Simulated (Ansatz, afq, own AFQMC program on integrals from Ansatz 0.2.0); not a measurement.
AFQMC on a folder of integrals that Ansatz 0.2.0 wrote.

```yaml
crystal:
  periodic: [false, false, false]
  atoms:
    - {symbol: Ge, position_ang: [0.000000, 0.000000, 0.000000]}
    - {symbol: B, position_ang: [0.000000, 0.000000, 5.415000]}
basis:
  gaussian: {orbitals: cc-pVDZ}
magnetization: {spin_polarized: true, initial_magnetization: 3}
correlation: {method: ccsd_t, electrons: outside_noble_gas, hamiltonian_folder: ham}
```

```sh
$ ansatz run in.yaml --threads 1 --pin off --events-out ev --progress --plain --max-ram 24576MiB --backend cuda --devices 0, --max-vram 18GiB
```

afq runs on the folder ham with

```
--method free --trial mp1 --walkers 200 --time-step 0.08 --max-blocks 60 --target-error 0.00128 --factor-cut 1e-05 --seed 8313 --times 0.0,0.16,0.4,0.8,1.2 --taylor-order 8
```

Times are imaginary, in 1/Eh. The walk had a cap of 60 s. Filled inner d shells are frozen with the cores.

afq prints:

```
orbitals 26  electrons 5 2  factors 141 of 462
reference energy -2099.82221379 Eh
CCSD correlation -0.11498805 Eh in 14 cycles, weight of the determinant in the CISD state 0.8882
repeat  energy at the last time / Eh  error
    10  -2099.938233  0.000516
    20  -2099.938525  0.000369
    30  -2099.938789  0.000337
time / (1/Eh)  energy / Eh  error  mean overlap
  0.00  -2099.936912  0.000280  1.0763
  0.16  -2099.937525  0.000262  1.0726
  0.40  -2099.938212  0.000269  1.0682
  0.80  -2099.939002  0.000287  1.0614
  1.20  -2099.938748  0.000328  1.0688
energy -2099.938748 +/- 0.000328 Eh
```

The run passed its tests (error under three times the target), which doesn't prove that it has relaxed.

Against this walk (error 8.9 meV) on the same determinant: CCSD(T) 0.5 meV higher (within the noise), CCSDT(Q) 18.4 meV lower, CCSDTQ 22.0 meV lower, full CI 23.0 meV lower. The error is statistical, and a free projection of finite length keeps a remainder of its start.

Cautions: remainder of the start not in the error; no relativity below Rb; no spin-orbit coupling; inner d shell frozen; lower spins were not checked; the time-step error isn't removed.

The walk took 1.8 s on 1 × NVIDIA H100 80GB HBM3 with 2 threads of AMD EPYC 7R13 Processor (Zen 3), on a shared host (the card was shared). The log's last line is the free-projection energy.

CCSDT and higher add their correlation energy to the determinant of the CCSD(T) run, since their own runs factorise the integrals more tightly (a shift of under 2 meV). A walk keeps the symmetry of its determinant, which the program's search chose and which needn't be the lowest solution, so a lower state of the same spin and another symmetry isn't excluded.
